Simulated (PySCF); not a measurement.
Compound: nitrogen trifluoride, NF3.
Numbering: `[F:1][N:2]([F:3])[F:4]`

Geometry (PBE0-D3(BJ)/def2-SVP, Å), atoms numbered from 1 in this order:
```
atom  x, y, z in Å
F1    -0.5514    1.0728   -0.1658
N2     0.0076   -0.0031    0.4329
F3    -0.6444   -1.0331   -0.1513
F4     1.2262   -0.0619   -0.1488
```

Level: B3LYP/def2-SVPD in PySCF, non-relativistic, on one gas-phase PBE0-D3(BJ)/def2-SVP geometry that isn't relaxed in the solvent. The solvent is an IEF-PCM continuum (van der Waals radii × 1.2). The model holds no explicit solvent molecules, cavitation or dispersion.

Gas phase at B3LYP/def2-SVPD: HOMO -10.02 eV, LUMO 0.24 eV, dipole 0.13 D.

Problem. What does the continuum do to the energy, the frontier levels and the dipole at B3LYP/def2-SVPD in chloroform and tetrahydrofuran?

Solution. 
| solvent | ε | E(solvent) − E(gas) (kcal/mol) | polarisation term (kcal/mol) | distortion of the solute (kcal/mol) | HOMO (eV) | LUMO (eV) | dipole (D) |
| --- | --- | --- | --- | --- | --- | --- | --- |
| chloroform | 4.711 | -0.26 | -0.26 | 0.00 | -9.94 | 0.32 | 0.16 |
| tetrahydrofuran | 7.426 | -0.30 | -0.31 | 0.01 | -9.93 | 0.33 | 0.16 |

The polarisation term is half the interaction of the solute with the surface charges that it induces; the rest is the cost of distorting the solute's density. The sum is the electrostatic part of solvation alone.

Problem. How does the static polarisability (B3LYP/def2-SVPD, frozen core, with the continuum's full static response) change?

Solution. 
| medium | isotropic (au) | principal values (au) | ⟨r²⟩ of the electrons (bohr²) |
| --- | --- | --- | --- |
| gas | 18.0 | 14.2, 19.8, 19.8 | 195.6 |
| chloroform | 20.4 | 16.0, 22.6, 22.6 | 195.6 |
| tetrahydrofuran | 20.8 | 16.4, 23.0, 23.0 | 195.6 |

The isotropic value in tetrahydrofuran is 1.16 times the gas-phase one; no cavity-field correction is applied. ⟨r²⟩ is taken about the centre of nuclear charge.
